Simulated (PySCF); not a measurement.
Orbital picture of AlO⁺

PBE0 at R = 1.741 Å; basis Al def2-TZVP, O def2-TZVP; no relativity; PySCF 2.14. State: ³Π (triplet), unpaired electrons σ ↑, π ↑. Only the outer orbitals are listed, counted within each symmetry.

| spin | orbital | occ. | ε (eV) | on Al (%) | main shells (%) |
| --- | --- | --- | --- | --- | --- |
| α | 5σ | 1 | -34.52 | 9 | 89 O s |
| α | 6σ | 1 | -19.08 | 29 | 66 O p, 26 Al s |
| α | 2π | 1 | -18.92 | 7 | 93 O p |
| α | 2π | 1 | -16.90 | 10 | 90 O p |
| α | 7σ | 1 | -15.31 | 85 | 62 Al s, 22 Al p, 15 O p |
| α | 3π | 0 | -8.57 | 98 | 95 Al p |
| α | 3π | 0 | -8.35 | 96 | 92 Al p |
| α | 8σ | 0 | -5.98 | 98 | 64 Al p, 25 Al d, 8 Al s |
| β | 5σ | 1 | -31.79 | 12 | 87 O s |
| β | 6σ | 1 | -17.34 | 33 | 61 O p, 29 Al s |
| β | 2π | 1 | -16.06 | 11 | 88 O p |
| β | 2π | 0 | -11.52 | 23 | 77 O p, 18 Al p |
| β | 7σ | 0 | -11.50 | 84 | 66 Al s, 16 Al p, 16 O p |
| β | 3π | 0 | -7.18 | 96 | 94 Al p |

Task: Which are the highest filled and the lowest empty level, where do they sit, and how wide is the gap?

Result: Highest filled α 7σ at -15.31 eV (in %: 62 Al s, 22 Al p, 15 O p); lowest empty β 2π at -11.52 eV (in %: 77 O p, 18 Al p); the gap at PBE0 is 3.79 eV.

```json
{
 "bond order (Mayer)": "1.36",
 "⟨S²⟩": "2.007",
 "charge on Al (Mulliken, basis-dependent)": "1.05",
 "charge on Al (Löwdin, basis-dependent)": "0.89",
 "dipole moment (positive dipole points towards O; it is taken about the centre of mass and depends on that origin)": "-4.55 D",
 "polarisability along the bond": "30.3 bohr³",
 "polarisability across the bond": "23.4 bohr³"
}
```

The state is the lowest determinant that a PBE0 search found; another state may lie lower at other levels.
